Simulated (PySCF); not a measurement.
Level of theory: PySCF 2.14.0 with TPSSh-D3(BJ)/def2-TZVP. Isolated molecules, 0 K electronic values unless said otherwise. 

Reference species (SMILES): `[O]C1CC1` (neutral, multiplicity 2).

```yaml
dipole_moment: 2.99 D
```

Changed species: `[C]#N` (radical fragment; the reference has radical fragment).

**Question.** Give the shifts of the dipole moment.

**Answer.** the dipole moment falls by 1.67 D, to 1.32 D.
